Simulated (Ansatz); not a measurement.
Structure optimisation: iridium, fcc

Theory: Ansatz 0.2.0, DFT, PBEsol, plane waves (420 eV) with PAW, scalar-relativistic. (PAW data from PBE, frozen cores regenerated.)

k-point mesh 14×14×14, Fermi-Dirac smearing 0.05 eV, starting moments 1.00 μB. Cell and atoms relax.

Starting structure:

```
Ir
1.0
     0.00000    1.91970    1.91970
     1.91970    0.00000    1.91970
     1.91970    1.91970    0.00000
Ir
1
Direct
  0.00000 0.00000 0.00000
```

Problem. What cell does the relaxation end in?

Solution. Fm-3m with a = 3.831 Å; 14.06 Å³ per atom against 14.15 at the start (-0.7 %).

Problem. How much energy does the relaxation gain?

Solution. 0.7 meV per atom.

Path of the relaxation (the plane waves are chosen anew near the end, which can shift the energy a little):

```tsv
step	E − E(final) (meV/atom)	V (Å³/atom)	P (GPa)	max force (eV/Å)
0	0.72	14.149	-2.48	0.000
1	-0.04	14.059	-0.06	0.000
2	-0.04	14.057	0.00	0.000
3	0.00	14.057	0.01	0.000
```

Problem. Which magnetic state does it end in?

Solution. non-magnetic.
